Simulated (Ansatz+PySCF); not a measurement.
# doublet CH: levels of theory in one basis

```xyz
2

C     0.0000    0.0000   -0.1744
H     0.0000    0.0000    1.0463
```

Basis set: def2-SVP (spherical functions). Correlated methods keep 1 orbital frozen. Correlation on ROHF uses semicanonical orbitals with singles. Charge 0, multiplicity 2.

Computed with Ansatz (development build ahead of 0.2.0); each method stands on the lowest determinant of its kind that the runs found. NEVPT2 correlates all electrons. Active spaces start from the frontier orbitals, and the lowest solution found is given.

| method | E − E(ROHF) (eV) | <S²> of the determinant |
| --- | --- | --- |
| ROHF | 0.00 | 0.75 |
| UHF | -0.18 | 1.08 |
| ROHF-MP2 | -2.27 | – |
| UHF-MP2 | -2.17 | 1.08 |
| ROHF-CCSD | -2.96 | – |
| UHF-CCSD | -2.95 | 1.08 |
| ROHF-CCSD(T) | -3.01 | – |
| UHF-CCSD(T) | -3.01 | 1.08 |
| full CI (lowest root of this spin) | -3.03 | – |
| SC-NEVPT2(5,5) | -2.64 | – |

What does CASSCF(5,5) give on the same scale?

-1.21 eV.

The restricted and unrestricted rows may stand on different electronic states: another unrestricted solution lies nearer the restricted one.

Caution for UHF, UHF-MP2, UHF-CCSD, UHF-CCSD(T): the unrestricted determinant is spin contaminated; the determinant breaks the point group. Caution for UHF-MP2: another reference gives a lower total.
